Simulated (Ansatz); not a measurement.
Reaction: C3H4O (SMILES C#CCO) → C3H3 (SMILES C([CH2])#C, doublet) + HO (SMILES [OH], doublet) (the C-O bond breaks)
Each species at its own B3LYP-D3(BJ)/def2-TZVP minimum (Ansatz, an electronic-structure program), one conformer.

Quantity: bond dissociation energy (electronic), in kcal/mol. UHF or UKS for unpaired electrons; spin-orbit terms are left out. CBS(X,Y): correlation extrapolated as X^-3, Hartree-Fock from the larger set. A bracket is a step between two methods taken in the basis named. The functionals are non-relativistic, so their misses hold any scalar relativity. Double hybrids freeze cores in their MP2 part. 'core' is core correlation in cc-pwCVTZ, 'X2C' scalar relativity in cc-pVTZ-DK, both at CCSD(T). The UHF reference of C3H3 (C#C[CH2], doublet) is spin-contaminated (<S^2> up to 0.21 over the pure value in the sets run).

CCSD(T)/CBS(cc-pVTZ,cc-pVQZ) + [CCSDT(Q) - CCSD(T)]/cc-pVDZ + core + X2C (Ansatz) gives 86.9 kcal/mol.

Task: How far off this value is PBE/def2-TZVPD (Ansatz), in which direction, and how far these levels: B3LYP/def2-TZVPD, wB97M-V/def2-TZVPD, B2PLYP/def2-TZVPD, CCSD(T)/CBS(cc-pVTZ,cc-pVQZ) + core + X2C?

Result: PBE gives 83.9 kcal/mol, 3.0 kcal/mol below it. Differences of the others: B3LYP/def2-TZVPD (Ansatz) -8.9; wB97M-V/def2-TZVPD (Ansatz) -1.4; B2PLYP/def2-TZVPD (Ansatz) -4.1; CCSD(T)/CBS(cc-pVTZ,cc-pVQZ) + core + X2C (Ansatz) 0.4 kcal/mol.
